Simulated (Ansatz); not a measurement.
**AlH (triplet): wB97M-V, B2PLYP over vertical spin and charge gaps, def2-QZVPP**

Aim: run AlH (triplet) with these functionals over vertical spin and charge gaps, and hold them against the top wave-function level at the same points.

Computed with Ansatz 0.2.0, Gaussian basis. Level: def2-QZVPP, all electrons in the functionals, frozen cores in the correlation of double hybrids and RPA.

Plan: wB97M-V, B2PLYP, at charge 0, triplet; charge 0, singlet; charge 0, quintet; charge 1, doublet; charge 1, quartet.

2 further runs of the same task are left out: 2 set aside as unsound or not needed.

## (1) The system

The geometry is a PBE0/def2-TZVP stationary point (not a proven minimum).

2 atoms, charge 0, spin multiplicity 3.

Atoms are counted from 1 here; the program's logs count them from 0.

Bond lengths: Al1–H2 1.605 Å.

No dispersion term is added; wB97M-V holds VV10 nonlocal correlation.

The geometry shown and the zero of energy belong to the point charge 0, triplet. The yardstick, UCCSD(T), and other wave-function levels (R restricted, U unrestricted, valence and pair active spaces) come from earlier runs.

## (2) wB97M-V, charge 0, triplet

File in.yaml:

```yaml
crystal:
  periodic: [false, false, false]
  atoms:
    - {symbol: Al, position_ang: [0.000000, 0.000000, 0.000000]}
    - {symbol: H, position_ang: [0.000000, 0.000000, 1.604550]}
basis:
  gaussian: {orbitals: "def2-QZVPP.json"}
magnetization: {spin_polarized: true, initial_magnetization: 2}
hamiltonian: {xc: {name: wB97M-V}}
output: {orbitals: {seedname: orbitals}}
```

Command:

```
> ansatz run in.yaml --threads 1 --pin off --events-out ev --progress --plain --max-ram 2393MiB
```

The log of the run, cut to the lines that bear on the results:

```text
Functional definition: wB97M-V
  name "wB97M-V"
  cite "Mardirossian & Head-Gordon, J. Chem. Phys. 144, 214110 (2016) doi:10.1063/1.4952647"
  cite "Becke, J. Chem. Phys. 107, 8554 (1997) doi:10.1063/1.475007"
  cite "Vydrov & Van Voorhis, J. Chem. Phys. 133, 244103 (2010) doi:10.1063/1.3521275"
  # Of w^i u^j: cxij and so on, Table III.
[...]
  gx(w, u) = 1 - cx + cx01*u + cx10*w
  gss(w, u) = css00 + css04*u^4 + css10*w + css20*w^2 + css43*w^4*u^3
  gos(w, u) = cos00 + cos10*w + (cos20 + cos21*u)*w^2 + (cos60 + cos61*u)*w^6
[...]
      + integral(e_c_pw_mod_opposite_spin*gos(b97_w_opposite, b97_u_opposite)) + vv10(b, c)
424 factors; their error is unknown
116 factors; integrals over basis functions are off by at most 6.1e-5 eV
[...]
mean field -6609.43577612 eV, -242.8922847359 hartree, gradient 3.3e-5 eV, S^2 2.003222; 0 other end points of the search recorded, 0 dependent functions left out
reference -6609.43581515 eV, -242.8922861703 hartree; 8, 6 occupied and 92, 94 virtual orbitals, 424 factors
Total energy: -6609.43581515 eV, -242.8922861703 hartree
```

Wall time 4.2 s (1 thread of Arm Neoverse V2, shared host).

From the report: ⟨S²⟩ of the determinant 2.003 (pure triplet: 2.00).

## (3) wB97M-V, charge 0, singlet

Edit in.yaml of step 2 so:

```diff
@@ -7,3 +7,3 @@
   gaussian: {orbitals: "def2-QZVPP.json"}
-magnetization: {spin_polarized: true, initial_magnetization: 2}
+magnetization: {spin_polarized: true, initial_magnetization: 0}
 hamiltonian: {xc: {name: wB97M-V}}
```

Same command.

The log of the run, cut to the lines that bear on the results:

```text
Functional definition: wB97M-V
  name "wB97M-V"
  cite "Mardirossian & Head-Gordon, J. Chem. Phys. 144, 214110 (2016) doi:10.1063/1.4952647"
  cite "Becke, J. Chem. Phys. 107, 8554 (1997) doi:10.1063/1.475007"
  cite "Vydrov & Van Voorhis, J. Chem. Phys. 133, 244103 (2010) doi:10.1063/1.3521275"
  # Of w^i u^j: cxij and so on, Table III.
[...]
  gx(w, u) = 1 - cx + cx01*u + cx10*w
  gss(w, u) = css00 + css04*u^4 + css10*w + css20*w^2 + css43*w^4*u^3
  gos(w, u) = cos00 + cos10*w + (cos20 + cos21*u)*w^2 + (cos60 + cos61*u)*w^6
[...]
      + integral(e_c_pw_mod_opposite_spin*gos(b97_w_opposite, b97_u_opposite)) + vv10(b, c)
424 factors; their error is unknown
116 factors; integrals over basis functions are off by at most 6.1e-5 eV
[...]
mean field -6611.50014752 eV, -242.9681489854 hartree, gradient 3.0e-5 eV, S^2 0.000000; 0 other end points of the search recorded, 0 dependent functions left out
reference -6611.50018986 eV, -242.9681505417 hartree; 7, 7 occupied and 93, 93 virtual orbitals, 424 factors
Total energy: -6611.50018986 eV, -242.9681505417 hartree
```

Run time: 3.6 s. Hardware: 1 thread of Arm Neoverse V2, shared host.

From the report: ⟨S²⟩ of the determinant 0.000 (pure singlet: 0.00).

From charge 0, triplet: -47.6 kcal/mol.

## (4) wB97M-V, charge 0, quintet

Edit in.yaml of step 3 so:

```diff
@@ -7,3 +7,3 @@
   gaussian: {orbitals: "def2-QZVPP.json"}
-magnetization: {spin_polarized: true, initial_magnetization: 0}
+magnetization: {spin_polarized: true, initial_magnetization: 4}
 hamiltonian: {xc: {name: wB97M-V}}
```

Launched as before.

The log of the run, cut to the lines that bear on the results:

```text
Functional definition: wB97M-V
  name "wB97M-V"
  cite "Mardirossian & Head-Gordon, J. Chem. Phys. 144, 214110 (2016) doi:10.1063/1.4952647"
  cite "Becke, J. Chem. Phys. 107, 8554 (1997) doi:10.1063/1.475007"
  cite "Vydrov & Van Voorhis, J. Chem. Phys. 133, 244103 (2010) doi:10.1063/1.3521275"
  # Of w^i u^j: cxij and so on, Table III.
[...]
  gx(w, u) = 1 - cx + cx01*u + cx10*w
  gss(w, u) = css00 + css04*u^4 + css10*w + css20*w^2 + css43*w^4*u^3
  gos(w, u) = cos00 + cos10*w + (cos20 + cos21*u)*w^2 + (cos60 + cos61*u)*w^6
[...]
      + integral(e_c_pw_mod_opposite_spin*gos(b97_w_opposite, b97_u_opposite)) + vv10(b, c)
424 factors; their error is unknown
116 factors; integrals over basis functions are off by at most 6.1e-5 eV
[...]
mean field -6603.63806775 eV, -242.6792228831 hartree, gradient 1.2e-5 eV, S^2 6.000022; 0 other end points of the search recorded, 0 dependent functions left out
reference -6603.63810456 eV, -242.6792242359 hartree; 9, 5 occupied and 91, 95 virtual orbitals, 424 factors
Total energy: -6603.63810456 eV, -242.6792242359 hartree
```

It took 3.9 s on 1 thread of Arm Neoverse V2, shared host.

From the report: ⟨S²⟩ of the determinant 6.000 (pure quintet: 6.00).

From charge 0, triplet: +133.7 kcal/mol.

## (5) wB97M-V, charge 1, doublet

Edit in.yaml of step 4 so:

```diff
@@ -7,3 +7,4 @@
   gaussian: {orbitals: "def2-QZVPP.json"}
-magnetization: {spin_polarized: true, initial_magnetization: 4}
+total_charge: 1
+magnetization: {spin_polarized: true, initial_magnetization: 1}
 hamiltonian: {xc: {name: wB97M-V}}
```

Same command.

The log of the run, cut to the lines that bear on the results:

```text
Functional definition: wB97M-V
  name "wB97M-V"
  cite "Mardirossian & Head-Gordon, J. Chem. Phys. 144, 214110 (2016) doi:10.1063/1.4952647"
  cite "Becke, J. Chem. Phys. 107, 8554 (1997) doi:10.1063/1.475007"
  cite "Vydrov & Van Voorhis, J. Chem. Phys. 133, 244103 (2010) doi:10.1063/1.3521275"
  # Of w^i u^j: cxij and so on, Table III.
[...]
  gx(w, u) = 1 - cx + cx01*u + cx10*w
  gss(w, u) = css00 + css04*u^4 + css10*w + css20*w^2 + css43*w^4*u^3
  gos(w, u) = cos00 + cos10*w + (cos20 + cos21*u)*w^2 + (cos60 + cos61*u)*w^6
[...]
      + integral(e_c_pw_mod_opposite_spin*gos(b97_w_opposite, b97_u_opposite)) + vv10(b, c)
424 factors; their error is unknown
116 factors; integrals over basis functions are off by at most 6.1e-5 eV
[...]
mean field -6603.31877706 eV, -242.6674891667 hartree, gradient 6.6e-5 eV, S^2 0.756906; 0 other end points of the search recorded, 0 dependent functions left out
reference -6603.31881818 eV, -242.6674906780 hartree; 7, 6 occupied and 93, 94 virtual orbitals, 424 factors
Total energy: -6603.31881818 eV, -242.6674906780 hartree
```

Wall time 3.6 s (1 thread of Arm Neoverse V2, shared host).

From the report: ⟨S²⟩ of the determinant 0.757 (pure doublet: 0.75).

From charge 0, triplet: +141.1 kcal/mol.

## (6) wB97M-V, charge 1, quartet

Edit in.yaml of step 5 so:

```diff
@@ -8,3 +8,3 @@
 total_charge: 1
-magnetization: {spin_polarized: true, initial_magnetization: 1}
+magnetization: {spin_polarized: true, initial_magnetization: 3}
 hamiltonian: {xc: {name: wB97M-V}}
```

The command is unchanged.

The log of the run, cut to the lines that bear on the results:

```text
Functional definition: wB97M-V
  name "wB97M-V"
  cite "Mardirossian & Head-Gordon, J. Chem. Phys. 144, 214110 (2016) doi:10.1063/1.4952647"
  cite "Becke, J. Chem. Phys. 107, 8554 (1997) doi:10.1063/1.475007"
  cite "Vydrov & Van Voorhis, J. Chem. Phys. 133, 244103 (2010) doi:10.1063/1.3521275"
  # Of w^i u^j: cxij and so on, Table III.
[...]
  gx(w, u) = 1 - cx + cx01*u + cx10*w
  gss(w, u) = css00 + css04*u^4 + css10*w + css20*w^2 + css43*w^4*u^3
  gos(w, u) = cos00 + cos10*w + (cos20 + cos21*u)*w^2 + (cos60 + cos61*u)*w^6
[...]
      + integral(e_c_pw_mod_opposite_spin*gos(b97_w_opposite, b97_u_opposite)) + vv10(b, c)
424 factors; their error is unknown
116 factors; integrals over basis functions are off by at most 6.1e-5 eV
[...]
mean field -6596.74219404 eV, -242.4258041986 hartree, gradient 3.6e-5 eV, S^2 3.750025; 0 other end points of the search recorded, 0 dependent functions left out
reference -6596.74223815 eV, -242.4258058196 hartree; 8, 5 occupied and 92, 95 virtual orbitals, 424 factors
Total energy: -6596.74223815 eV, -242.4258058196 hartree
```

Wall time 3.7 s (1 thread of Arm Neoverse V2, shared host).

From the report: ⟨S²⟩ of the determinant 3.750 (pure quartet: 3.75).

From charge 0, triplet: +292.7 kcal/mol.

## (7) B2PLYP, charge 0, triplet

File in.yaml:

```yaml
crystal:
  periodic: [false, false, false]
  atoms:
    - {symbol: Al, position_ang: [0.000000, 0.000000, 0.000000]}
    - {symbol: H, position_ang: [0.000000, 0.000000, 1.604550]}
basis:
  gaussian: {orbitals: "def2-QZVPP.json"}
magnetization: {spin_polarized: true, initial_magnetization: 2}
hamiltonian: {xc: {name: B2PLYP}}
correlation: {electrons: outside_noble_gas}
```

Launched as before.

The log of the run, cut to the lines that bear on the results:

```text
Functional definition: B2PLYP
  name "B2PLYP"
  cite "Grimme, J. Chem. Phys. 124, 034108 (2006) doi:10.1063/1.2148954"
  cite "Becke, Phys. Rev. A 38, 3098 (1988) doi:10.1103/PhysRevA.38.3098"
  cite "Lee, Yang & Parr, Phys. Rev. B 37, 785 (1988) doi:10.1103/PhysRevB.37.785"
[...]
578 factors; integrals over basis functions are off by at most 1.2e-3 eV
[...]
mean field -6606.50941011 eV, -242.7847427686 hartree, gradient 2.9e-6 eV, S^2 2.006802; 0 other end points of the search recorded, 0 dependent functions left out
5 core orbitals not correlated: weight in the atoms' cores, before any rotation towards them, 1.000 or more for the frozen orbitals, at most 0.000 for the correlated occupied ones
reference -6606.50952860 eV, -242.7847471229 hartree; 3, 1 occupied and 92, 94 virtual orbitals, 578 factors
second order -1.60361125 eV of doubles, -0.00000000 eV of singles
Total energy: -6606.94250363 eV, -242.8006586621 hartree
```

Wall time 1.7 s (1 thread of Arm Neoverse V2, shared host).

From the report: ⟨S²⟩ of the determinant 2.007 (pure triplet: 2.00).

## (8) B2PLYP, charge 0, singlet

Edit in.yaml of step 7 so:

```diff
@@ -7,3 +7,3 @@
   gaussian: {orbitals: "def2-QZVPP.json"}
-magnetization: {spin_polarized: true, initial_magnetization: 2}
+magnetization: {spin_polarized: true, initial_magnetization: 0}
 hamiltonian: {xc: {name: B2PLYP}}
```

The command is unchanged.

The log of the run, cut to the lines that bear on the results:

```text
Functional definition: B2PLYP
  name "B2PLYP"
  cite "Grimme, J. Chem. Phys. 124, 034108 (2006) doi:10.1063/1.2148954"
  cite "Becke, Phys. Rev. A 38, 3098 (1988) doi:10.1103/PhysRevA.38.3098"
  cite "Lee, Yang & Parr, Phys. Rev. B 37, 785 (1988) doi:10.1103/PhysRevB.37.785"
[...]
578 factors; integrals over basis functions are off by at most 1.2e-3 eV
[...]
mean field -6608.19276633 eV, -242.8466049688 hartree, gradient 3.9e-6 eV, S^2 0.000000; 4 other end points of the search recorded, 0 dependent functions left out
5 core orbitals not correlated: weight in the atoms' cores, before any rotation towards them, 1.000 or more for the frozen orbitals, at most 0.000 for the correlated occupied ones
reference -6608.19288408 eV, -242.8466092958 hartree; 2, 2 occupied and 93, 93 virtual orbitals, 578 factors
second order -2.28269540 eV of doubles, -0.00000000 eV of singles
Total energy: -6608.80921183 eV, -242.8692589231 hartree
```

It took 2.8 s on 1 thread of Arm Neoverse V2, shared host.

From the report: ⟨S²⟩ of the determinant 0.000 (pure singlet: 0.00).

From charge 0, triplet: -43.0 kcal/mol.

## (9) B2PLYP, charge 0, quintet

Edit in.yaml of step 8 so:

```diff
@@ -7,3 +7,3 @@
   gaussian: {orbitals: "def2-QZVPP.json"}
-magnetization: {spin_polarized: true, initial_magnetization: 0}
+magnetization: {spin_polarized: true, initial_magnetization: 4}
 hamiltonian: {xc: {name: B2PLYP}}
```

Same command.

The log of the run, cut to the lines that bear on the results:

```text
Functional definition: B2PLYP
  name "B2PLYP"
  cite "Grimme, J. Chem. Phys. 124, 034108 (2006) doi:10.1063/1.2148954"
  cite "Becke, Phys. Rev. A 38, 3098 (1988) doi:10.1103/PhysRevA.38.3098"
  cite "Lee, Yang & Parr, Phys. Rev. B 37, 785 (1988) doi:10.1103/PhysRevB.37.785"
[...]
578 factors; integrals over basis functions are off by at most 1.2e-3 eV
[...]
mean field -6601.08407997 eV, -242.5853655634 hartree, gradient 1.5e-6 eV, S^2 6.000034; 0 other end points of the search recorded, 0 dependent functions left out
5 core orbitals not correlated: weight in the atoms' cores, before any rotation towards them, 1.000 or more for the frozen orbitals, at most 0.000 for the correlated occupied ones
reference -6601.08422353 eV, -242.5853708391 hartree; 4, 0 occupied and 91, 95 virtual orbitals, 578 factors
second order -0.56671401 eV of doubles, -0.00000000 eV of singles
Total energy: -6601.23723631 eV, -242.5909939551 hartree
```

Run time: 1.7 s. Hardware: 1 thread of Arm Neoverse V2, shared host.

From the report: ⟨S²⟩ of the determinant 6.000 (pure quintet: 6.00).

From charge 0, triplet: +131.6 kcal/mol.

## (10) B2PLYP, charge 1, doublet

Edit in.yaml of step 9 so:

```diff
@@ -7,3 +7,4 @@
   gaussian: {orbitals: "def2-QZVPP.json"}
-magnetization: {spin_polarized: true, initial_magnetization: 4}
+total_charge: 1
+magnetization: {spin_polarized: true, initial_magnetization: 1}
 hamiltonian: {xc: {name: B2PLYP}}
```

Launched as before.

The log of the run, cut to the lines that bear on the results:

```text
Functional definition: B2PLYP
  name "B2PLYP"
  cite "Grimme, J. Chem. Phys. 124, 034108 (2006) doi:10.1063/1.2148954"
  cite "Becke, Phys. Rev. A 38, 3098 (1988) doi:10.1103/PhysRevA.38.3098"
  cite "Lee, Yang & Parr, Phys. Rev. B 37, 785 (1988) doi:10.1103/PhysRevB.37.785"
[...]
578 factors; integrals over basis functions are off by at most 1.2e-3 eV
[...]
mean field -6600.34491942 eV, -242.5582019143 hartree, gradient 4.6e-6 eV, S^2 0.765434; 0 other end points of the search recorded, 0 dependent functions left out
5 core orbitals not correlated: weight in the atoms' cores, before any rotation towards them, 1.000 or more for the frozen orbitals, at most 0.000 for the correlated occupied ones
reference -6600.34503438 eV, -242.5582061389 hartree; 2, 1 occupied and 93, 94 virtual orbitals, 578 factors
second order -1.25496648 eV of doubles, -0.00000000 eV of singles
Total energy: -6600.68387533 eV, -242.5706583142 hartree
```

It took 1.7 s on 1 thread of Arm Neoverse V2, shared host.

From the report: ⟨S²⟩ of the determinant 0.765 (pure doublet: 0.75).

From charge 0, triplet: +144.3 kcal/mol.

## (11) B2PLYP, charge 1, quartet

Edit in.yaml of step 10 so:

```diff
@@ -8,3 +8,3 @@
 total_charge: 1
-magnetization: {spin_polarized: true, initial_magnetization: 1}
+magnetization: {spin_polarized: true, initial_magnetization: 3}
 hamiltonian: {xc: {name: B2PLYP}}
```

The command is unchanged.

The log of the run, cut to the lines that bear on the results:

```text
Functional definition: B2PLYP
  name "B2PLYP"
  cite "Grimme, J. Chem. Phys. 124, 034108 (2006) doi:10.1063/1.2148954"
  cite "Becke, Phys. Rev. A 38, 3098 (1988) doi:10.1103/PhysRevA.38.3098"
  cite "Lee, Yang & Parr, Phys. Rev. B 37, 785 (1988) doi:10.1103/PhysRevB.37.785"
[...]
578 factors; integrals over basis functions are off by at most 1.2e-3 eV
[...]
mean field -6594.31773822 eV, -242.3367070905 hartree, gradient 5.4e-6 eV, S^2 3.750031; 0 other end points of the search recorded, 0 dependent functions left out
5 core orbitals not correlated: weight in the atoms' cores, before any rotation towards them, 1.000 or more for the frozen orbitals, at most 0.000 for the correlated occupied ones
reference -6594.31788074 eV, -242.3367123280 hartree; 3, 0 occupied and 92, 95 virtual orbitals, 578 factors
second order -0.23937380 eV of doubles, -0.00000000 eV of singles
Total energy: -6594.38251167 eV, -242.3390874707 hartree
```

Wall time 1.6 s (1 thread of Arm Neoverse V2, shared host).

From the report: ⟨S²⟩ of the determinant 3.750 (pure quartet: 3.75).

From charge 0, triplet: +289.6 kcal/mol.

## (12) Against the wave-function levels

No level is safe as a reference over these points; UCCSD(T) serves as a yardstick only. It comes from earlier runs at the same points. Energies in kcal/mol, counted from charge 0, triplet; blanks weren't run or aren't comparable.

| level | triplet to singlet | triplet to quintet | ionisation to the doublet cation | ionisation to the quartet cation |
| --- | --- | --- | --- | --- |
| UCCSD(T) |  | 123.3 | 147.6 | 287.4 |
| wB97M-V | -47.6 | 133.7 | 141.1 | 292.7 |
| B2PLYP | -43.0 | 131.6 | 144.3 | 289.6 |

Largest miss and mean time a point (UCCSD(T) took 1 s a point; shared hosts):

| level | largest miss (kcal/mol) | where | time a point |
| --- | --- | --- | --- |
| wB97M-V | +10.4 | triplet to quintet | 3.8 s |
| B2PLYP | +8.3 | triplet to quintet | 1.9 s |

## (13) Results

| quantity | value |
| --- | --- |
| triplet to quintet, UCCSD(T) | 123.3 kcal/mol |
| ionisation to the doublet cation, UCCSD(T) | 147.6 kcal/mol |
| ionisation to the quartet cation, UCCSD(T) | 287.4 kcal/mol |
| largest miss, wB97M-V | +10.4 kcal/mol (triplet to quintet) |
| largest miss, B2PLYP | +8.3 kcal/mol (triplet to quintet) |

In words: Misses are known at 3 of 4 points at best, and only functionals with that many are ranked. Of the functionals, B2PLYP keep the smallest largest miss at the points compared (at most 8.3 kcal/mol) and wB97M-V strays most (10.4 kcal/mol, at triplet to quintet). Functionals and the yardstick converge differently with the basis, so part of each miss in def2-QZVPP is the basis. The yardstick itself may be off where one determinant is a poor start.
